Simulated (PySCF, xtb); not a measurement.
BF₃, SMILES FB(F)F (connectivity only; charge and spin as stated), charge -1, multiplicity 2.

Geometry optimised at ωB97X-D3(BJ)/def2-SVPD. The multiplicity is an assumed one; other spin states were not compared. The isomer is the one that the SMILES or the coordinates give; other isomers of the formula were not compared.

Calculation: IEF-PCM-M06-2X/def2-SVPD (PySCF 2.14.0).

The values are the electrostatic part of the solvation free energy, E(continuum) − E(gas) at the gas-phase geometry, in a cavity of scaled van der Waals radii (PySCF's table); cavitation and dispersion terms are not included.

```tsv
solvent	ε	ΔG(elec) (kcal/mol)
water	78.36	-59.6
diethylether	4.24	…
chlorobenzene	5.70	-49.8
```

Problem. Fill in the missing entries. (Estimate from the structure and the level; the computed values follow.)

Solution. 
- diethylether, ΔG(elec) (kcal/mol): -46.1

For comparison, GFN2-xTB/ALPB(water) (xtb, at the GFN2-xTB geometry, all terms of that model) gives -68.8 kcal/mol.
